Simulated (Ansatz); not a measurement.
# Worked example: vertical energy of the triplet above the singlet of NO+ (nitrosonium)

NO+ has 2 atoms, charge +1, and is taken as a singlet. As SMILES, `N#[O+]`. Geometry: the measured bond length.

```xyz
2

N     0.0000    0.0000    0.0000
O     0.0000    0.0000    1.0632
```

Both states at this one shape; open shells run unrestricted unless said. 1 Eh = 27.2114 eV.

```
                                       level  program  singlet NO+ (Eh)  triplet NO+ (Eh)
  B2PLYP/aug-cc-pVTZ, 2 core orbitals frozen   Ansatz       -129.519822       -129.230388
RPA@PBE0/aug-cc-pVTZ, 2 core orbitals frozen   Ansatz       -129.509313       -129.220825
     MP2/aug-cc-pVTZ, 2 core orbitals frozen   Ansatz       -129.376395       -129.047528
```

**Question.** Work out the vertical gap, second state less first, at each level.

**Answer.** 
1. B2PLYP/aug-cc-pVTZ: -129.230388 − (-129.519822) = 0.289434 Eh = 7.88 eV.
2. RPA@PBE0/aug-cc-pVTZ: -129.220825 − (-129.509313) = 0.288488 Eh = 7.85 eV.
3. MP2/aug-cc-pVTZ: -129.047528 − (-129.376395) = 0.328867 Eh = 8.95 eV.

No measured value is set beside it here; the levels span 7.85 to 8.95 eV. The second state is spin-contaminated at MP2/aug-cc-pVTZ (⟨S²⟩ = 2.23).
